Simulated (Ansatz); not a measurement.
**PH3− (quartet): from Hartree-Fock to the top rungs, aug-cc-pVDZ**

Aim: climb from Hartree-Fock through coupled cluster and multireference methods for PH3− (quartet) at one geometry and basis, and see what each rung misses.

Computed with Ansatz 0.2.0, Gaussian basis. Level: aug-cc-pVDZ, core rule «outside noble gas», up to 5 orbitals frozen.

The runs, in order: UHF; CCSD(T) on ROHF; CCSD(T) on UHF; BCCD(T) on ROHF; CISD; CCSDT(Q) on ROHF; CCSDT(Q) on UHF; CASSCF and MRCISD+Q, 9 electrons in 7 orbitals; CASSCF and MRCISD+Q(relaxed), 9 electrons in 7 orbitals; CASSCF and NEVPT2, 9 electrons in 7 orbitals.

21 further runs of the same task are left out: 5 for a known fault of the program, 5 that didn't finish, 11 set aside as unsound or not needed.

## 1. The geometry

The geometry is a PBE0/def2-TZVPD stationary point (not a proven minimum) of the parent state, kept for this charge and spin.

4 atoms, charge -1, spin multiplicity 4.

Atoms are counted from 1 here; the program's logs count them from 0.

Bond lengths: P1–H2 1.439 Å, P1–H3 1.439 Å, P1–H4 1.439 Å. Angles: H2–P1–H3 93.3°, H2–P1–H4 93.3°, H3–P1–H4 93.3°.

## 2. UHF

The input, in.yaml:

```yaml
crystal:
  periodic: [false, false, false]
  atoms:
    - {symbol: P, position_ang: [0.001751, 0.002274, -0.069394]}
    - {symbol: H, position_ang: [1.190325, -0.014566, 0.741584]}
    - {symbol: H, position_ang: [-0.630487, 1.018495, 0.729511]}
    - {symbol: H, position_ang: [-0.613631, -1.073821, 0.661360]}
basis:
  gaussian: {orbitals: aug-cc-pVDZ}
total_charge: -1
magnetization: {spin_polarized: true, initial_magnetization: 3}
hamiltonian: {xc: hf}
output: {orbitals: {seedname: orbitals}}
```

Launch:

```sh
$ ansatz run in.yaml --threads 1 --pin off --events-out ev --progress --plain --max-ram 2393MiB
```

The runs that follow: CCSD(T) on ROHF; CCSD(T) on UHF; BCCD(T) on ROHF; CISD; CCSDT(Q) on ROHF; CCSDT(Q) on UHF; CASSCF and MRCISD+Q, 9 electrons in 7 orbitals; CASSCF and MRCISD+Q(relaxed), 9 electrons in 7 orbitals; CASSCF and NEVPT2, 9 electrons in 7 orbitals.

**Question.** What will the summary of the whole plan be? Wanted: UCCSDT(Q) below the RHF energy; RMP2 from UCCSDT(Q); UMP2 from UCCSDT(Q); RCCSD from UCCSDT(Q); RCCSD(T) from UCCSDT(Q); UCCSD(T) from UCCSDT(Q); RCCSDT(Q) from UCCSDT(Q); NEVPT2 valence from UCCSDT(Q); MRCISD+Q valence from UCCSDT(Q).

**Answer**, as computed:

| quantity | value |
| --- | --- |
| UCCSDT(Q) below the RHF energy | -4.7146 eV |
| RMP2 from UCCSDT(Q) | +97.6 kJ/mol |
| UMP2 from UCCSDT(Q) | +99.0 kJ/mol |
| RCCSD from UCCSDT(Q) | +18.1 kJ/mol |
| RCCSD(T) from UCCSDT(Q) | +4.0 kJ/mol |
| UCCSD(T) from UCCSDT(Q) | +4.0 kJ/mol |
| RCCSDT(Q) from UCCSDT(Q) | +0.1 kJ/mol |
| NEVPT2 valence from UCCSDT(Q) | +118.9 kJ/mol |
| MRCISD+Q valence from UCCSDT(Q) | +4.6 kJ/mol |
| MRCISD+Q(relaxed) valence from UCCSDT(Q) | +3.0 kJ/mol |
| levels within 1 kcal/mol (43 meV) | RCCSD(T), UCCSD(T), BCCD(T), RCCSDT, UCCSDT, RCCSDT(Q), MRCISD+Q(relaxed) valence |
| T1 diagnostic | 0.031 |
| effectively unpaired electrons | 3.00 |

RCCSD(T) lands +4.0 kJ/mol from the yardstick (0.9 % of the correlation energy). One determinant dominates. Of the multireference levels listed MRCISD+Q(relaxed) valence comes nearest in total energy (+3.0 kJ/mol), which doesn't show that its space is the better one. These misses are within one basis, not against nature; the frozen cores of restricted and unrestricted runs differ, which can shift their rows. The highest orbital lies above zero: the basis alone holds the extra electron.
